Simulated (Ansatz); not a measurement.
Input file:

```yaml
crystal:
  periodic: [false, false, false]
  atoms:
    - {symbol: O, position_ang: [-1.003923, -0.231644, 0.000000]}
    - {symbol: H, position_ang: [-1.253232, 0.694932, 0.000000]}
    - {symbol: H, position_ang: [0.245077, -0.231644, 0.000000]}
    - {symbol: S, position_ang: [2.012077, -0.231644, 0.000000]}
basis:
  gaussian: {orbitals: cc-pVDZ}
magnetization: {spin_polarized: false, initial_magnetization: 2}
correlation: {method: fic_mrcisd_q, electrons: outside_noble_gas, active_space: {window: {electrons: 14, orbitals: 10}, shells: [{species: H, l: s, shell: 1}, {species: O, l: s, shell: 2}, {species: O, l: p, shell: 2}, {species: S, l: s, shell: 3}, {species: S, l: p, shell: 3}]}}
```

```sh
$ ansatz run in.yaml --threads 1 --pin off --events-out ev --progress --plain --max-ram 2393MiB
```

(1) Roughly how long does this take on 1 thread of Arm Neoverse V2, shared host, and how much host memory?

```
742 factors; integrals over basis functions are off by at most 2.2e-7 eV
mean field evaluation 1: about -12879.7625 eV, gradient 3.9e1 eV
mean field evaluation 2: about -12879.7770 eV, gradient 3.9e1 eV
mean field evaluation 4: about -12881.2421 eV, gradient 2.8e1 eV
mean field evaluation 8: about -12883.2911 eV, gradient 1.0e0 eV
mean field evaluation 16: about -12883.3045 eV, gradient 7.5e-5 eV
mean field evaluation 32: about -12883.0788 eV, gradient 1.2e-3 eV
mean field evaluation 64: about -12883.2999 eV, gradient 1.4e-1 eV
mean field evaluation 96: about -12883.0970 eV, gradient 6.5e-2 eV
mean field evaluation 128: about -12883.2984 eV, gradient 1.2e0 eV
mean field evaluation 160: about -12882.1925 eV, gradient 7.4e-1 eV
mean field -12883.30445001 eV, -473.4527059203 hartree, gradient 1.9e-6 eV, S^2 2.000000; 14 other end points of the search recorded, 0 dependent functions left out
reference -12883.30445001 eV, -473.4527059203 hartree; 14, 12 occupied and 28, 30 virtual orbitals, 742 factors
state -12885.08017343 eV, -473.5179625525 hartree
contracted CI cycle   1: correlation 0.00000000 eV, 0.0000000000 hartree, residual 2.64e1 eV
contracted CI cycle   2: correlation -6.63642507 eV, -0.2438841229 hartree, residual 4.79e0 eV
contracted CI cycle   3: correlation -6.87822165 eV, -0.2527699833 hartree, residual 1.06e0 eV
contracted CI cycle   4: correlation -6.89057996 eV, -0.2532241430 hartree, residual 2.64e-1 eV
contracted CI cycle   5: correlation -6.89132802 eV, -0.2532516335 hartree, residual 6.14e-2 eV
contracted CI cycle   6: correlation -6.89136862 eV, -0.2532531255 hartree, residual 1.31e-2 eV
contracted CI cycle   7: correlation -6.89137034 eV, -0.2532531890 hartree, residual 2.69e-3 eV
contracted CI cycle   8: correlation -6.89137042 eV, -0.2532531919 hartree, residual 5.97e-4 eV
state -12885.08017343 eV, -473.5179625525 hartree; corrected -12892.55173619 eV, -473.7925374197 hartree
Total energy: -12892.55173619 eV, -473.7925374197 hartree
Checks for a lower state left out: starts, orbital_swaps
```

Natural occupations: 1.9998 1.9987 1.9986 1.9973 1.9758 1.9444 1.0044 1.0005 0.0557 0.0248.

For the same geometry and basis UCCSDT(Q) lies 51.2 meV lower.

Answers

(1) 8 s wall and 0.54 GiB.
